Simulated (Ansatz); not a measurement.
## singlet Si₂C: levels of theory in one basis

```yaml
atoms:
  - { symbol: Si, position_ang: [-0.0043, 0.2812, -1.5638] }
  - { symbol: C, position_ang: [0.0166, -0.4605, -0.0331] }
  - { symbol: Si, position_ang: [-0.0006, 0.2220, 1.4843] }
```

Basis set: def2-SVP (spherical functions). Left uncorrelated: 11 orbitals. Charge 0, multiplicity 1.

Computed with Ansatz (development build ahead of 0.2.0); each method stands on the lowest determinant of its kind that the runs found.

```csv
method,E − E(RHF) (eV),<S²> of the determinant
RHF,0.00,–
RHF-MP2,-7.53,–
```

(1) What does RHF-CCSD(T) give on the same scale?

Answers

(1) -8.67 eV.
